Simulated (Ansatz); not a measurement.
# SbH⁻, doublet in def2-SVPD: errors against full CI

Geometry: a PBE0/def2-TZVPD stationary point for this spin.

```xyz
2

Sb    0.0000    0.0000    0.0000
H     0.0000    0.0000    1.7338
```

Basis def2-SVPD with its core potentials; Ansatz 0.2.0. Correlated methods freeze the noble-gas cores and the filled d shells of p-block atoms, which leaves 7 electrons in 31 orbitals. Prefix R: restricted or restricted open-shell reference; prefix U: unrestricted. Active spaces: valence = (7e, 5o) chosen from the atoms' valence shells. No spin–orbit coupling is included; scalar relativity enters through the core potentials alone.

Full CI is exact within this basis and frozen core; it isn't the basis-set limit. The frozen core follows each run's orbitals, which can shift R against U totals by a few meV for light atoms and by up to 0.1 eV past Ca.

For open shells CISD and CISDTQ are restricted-active-space CI with the open shells as a complete middle space.

```
UHF ⟨S²⟩                          : 0.762
T1 diagnostic (RCCSD)             : 0.0180
largest doubles amplitude (RCCSD) : 0.054
```

```csv
level,E − E(RHF) (eV)
RMP2,-2.5120
RCCSD,-3.0410
RCCSD(T),-3.1237
```

(1) Estimate how far full CI in def2-SVPD lies from RCCSD(T). The table doesn't fix it; the size of (T) and the diagnostics are the guide.

(1) Full CI in def2-SVPD lies 0.50 kcal/mol below RCCSD(T), which is 26 % of the (T) step (-1.91 kcal/mol). The diagnostics give no warning, yet the rest is a sizeable part of (T).

The other levels:

```csv
level,E − E(full CI) (kcal/mol),share of correlation (%),wall time
CISD,5.54,92.37,1.1 s
BCCD(T),0.51,99.30,1.2 s
RCCSDT,0.12,99.84,–
CISDTQ,0.14,99.80,3.6 s (H100)
RCCSDT(Q),0.01,99.99,5.5 s
RCCSDTQ,-0.01,100.01,7.5 s (H100)
CASSCF (valence space),61.30,15.49,–
NEVPT2 (valence space),17.36,76.07,1.1 s
MRCISD (valence space),4.13,94.31,–
MRCISD+Q (valence space),-0.02,100.03,1.6 s
MRCISD+Q(relaxed) (valence space),-0.24,100.32,1.5 s
```

The correlation energy at full CI, counted from RHF, is -3.146 eV. That run took 9.5 s on 2 threads of AMD EPYC 7R13 with a shared H100 80 GB, shared host over 35,359,296 determinants.

Run but not shown, since their state or frozen core can't be matched to the reference's or they repeat it: UHF, UMP2, UCCSD, UCCSD(T), UCCSDT, UCCSDT(Q), UCCSDTQ.

Times hold each run's SCF and search for its determinant on a shared host, so for small cases they say little of a method's own cost; rows without a card ran on 1 thread of AMD EPYC 7R13.

Not variational, and here over 5 meV under the exact energy: MRCISD+Q(relaxed) (valence space).

The full-CI state has the irrep B2 of C2v, in the program's axes (one component, if the state is degenerate).

Natural occupations of full CI about the gap: 1.963 1.932 1.929 0.987 0.052 0.022 0.021 0.020 0.014 0.012; effectively unpaired electrons, Σ n²(2−n)², 1.06.
